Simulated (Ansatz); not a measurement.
Ansatz (a program for electronic structure) input (B2PLYP/aug-cc-pV(T+d)Z): A basis named .json is the Basis Set Exchange file of that set (core-valence sets with the plain set on hydrogen).

Ansatz 0.2 input:
```yaml
crystal:
  periodic: [false, false, false]
  atoms:
    - {symbol: C, position_ang: [0.01118773, 0.75889942, -0.01238914]}
    - {symbol: C, position_ang: [1.30488840, 1.02329449, 0.00343307]}
    - {symbol: Cl, position_ang: [-0.63700773, -0.85323169, 0.00417952]}
    - {symbol: H, position_ang: [-0.75905041, 1.51625302, -0.03695357]}
    - {symbol: H, position_ang: [2.05291747, 0.24314247, 0.02802818]}
    - {symbol: H, position_ang: [1.63880765, 2.05237986, -0.00839007]}
basis:
  gaussian:
    orbitals: aug-cc-pV_T+d_Z.json
hamiltonian:
  xc: {name: B2PLYP}
magnetization: {spin_polarized: false}
correlation: {electrons: outside_noble_gas}
```

Output:

```
Functional definition: B2PLYP
integrals: 0.42 GiB planned
1237 factors; integrals over basis functions are off by at most 8.6e-4 eV
mean field: 1.17 GiB planned
mean field evaluation 1: about -14632.2681 eV, gradient 4.0e1 eV
mean field evaluation 2: about -14632.2697 eV, gradient 4.0e1 eV
mean field evaluation 4: about -14636.0841 eV, gradient 3.0e0 eV
mean field evaluation 8: about -14636.1092 eV, gradient 1.5e-1 eV
mean field evaluation 16: about -14636.1093 eV, gradient 1.7e-5 eV
mean field -14636.10929047 eV, -537.8670957136 hartree, gradient 3.2e-6 eV, S^2 0.000000; 0 other end points of the search recorded, 0 dependent functions left out
7 core orbitals not correlated
reference -14636.10945340 eV, -537.8671017013 hartree; 9, 9 occupied and 200, 200 virtual orbitals, 1237 factors
second order -17.45091434 eV of doubles, -0.00000000 eV of singles
Total energy: -14640.82120028 eV, -538.0402552051 hartree
```
